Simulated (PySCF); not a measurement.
**State search for AlSi**

Unrestricted PBE0; PySCF, spin-free X2C with a Gaussian nucleus, basis sets Al x2c-SVPall, Si x2c-SVPall. Outer shells of the fragments: Al 3s2 3p1; Si 3s2 3p2.

Followed along the bond (rough minima from three points):

```
2Ms+1   unpaired  ⟨S²⟩ at the start  R at minimum (Å)  Te (eV)
    4  σ ↑, π ↑↑               3.75              2.42     0.00
    2  σ ↓, π ↑↑               1.78              2.40     0.26
    2  σ ↑, π ↑↓               1.77              2.42     0.36
    2        π ↑               0.79              2.26     1.06
    2        σ ↑               0.76              2.43     1.07
```

Solutions found at the starting distance of 2.310 Å, counted from the lowest of them; the search is not exhaustive and high or unbound solutions are not listed, so other states can lie among these:

```csv
2Ms+1,unpaired,term,E (eV),⟨S²⟩,⟨Lz²⟩,μ (D)
4,"σ ↑, π ↑↑",⁴Σ⁻,0.00,3.75,0.00,-1.23
2,"σ ↓, π ↑↑",mixed,0.25,1.78,0.00,-1.31
2,"σ ↑, π ↑↓",mixed,0.35,1.77,2.01,-1.18
2,π ↑,²Π,1.02,0.79,1.01,-1.96
2,σ ↑,mixed,1.08,0.76,2.00,-0.87
2,π ↑,²Π,1.35,0.75,1.00,0.63
4,π ↑↑↑,⁴Π,2.52,3.77,1.00,-0.86
4,"σ ↑, π ↑↑",mixed,2.88,3.76,2.01,0.92
```

A term symbol is given only where ⟨S²⟩ and ⟨Lz²⟩ are close to those of a pure state; real π, δ and φ orbitals otherwise mix terms. A positive dipole means Al(−)Si(+).
